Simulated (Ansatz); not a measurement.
# What a trial cell of Sn3Cl relaxes into

Level of theory: DFT PBE, scalar-relativistic, plane waves, PAW (Ansatz). Cutoff 420 eV, Γ-centred k mesh, Gaussian smearing, no spin polarisation in the final step.

Sn3Cl was placed on the Cu3Au (L1_2) structure type (Pm-3m, No. 221), with Cl in place of Au, Sn in place of Cu, at a guessed volume.

```
CELL_PARAMETERS angstrom
4.65274 0.00000 0.00000
0.00000 4.65274 0.00000
0.00000 0.00000 4.65274
ATOMIC_POSITIONS crystal
Sn 0.00000 0.50000 0.50000
Sn 0.50000 0.00000 0.50000
Sn 0.50000 0.50000 0.00000
Cl 0.00000 0.00000 0.00000
```

Cell and atoms relax at zero pressure; the relaxation can't lower the symmetry of the start.

The zero of energy is the elements' standard structures at the same level (Cl₂ as a molecule); no fitted shifts are applied.

(1) What does it relax into?

(2) What are its volume, energy, density and gap?

## Answers

(1) It keeps Pm-3m (No. 221). The result has the Cu3Au (L1_2) structure. Conventional cell: a = 4.784 Å. Sn is coordinated by 4 Cl at 3.38 Å and 8 Sn at 3.38 Å; around Cl lie 12 Sn at 3.38 Å.

Space group Pm-3m (No. 221). a = 4.784 Å, b = 4.784 Å, c = 4.784 Å, α = 90.00°, β = 90.00°, γ = 90.00°
| atom | site | symmetry | x | y | z |
| --- | --- | --- | --- | --- | --- |
| Sn | 3c | 4/mm.m | 0.0000 | 0.5000 | 0.5000 |
| Cl | 1a | m-3m | 0.0000 | 0.0000 | 0.0000 |

(2) The volume per atom is 27.38 Å³, the density is 5.94 g/cm³ and the energy over the elements is 0.02 eV/atom. The gap on the 10×10×10 mesh is 0 eV (a metal).

The final run used a 10×10×10 mesh on its 4-atom cell and 0.10 eV smearing. The k mesh leaves about 4 meV/atom of noise in metals. Symmetry constrained the relaxation, so the result can be a saddle point.

Cost: 3 runs of about 0.96 core-minutes in all, on Intel Xeon Platinum 8488C (Sapphire Rapids) (shared hosts).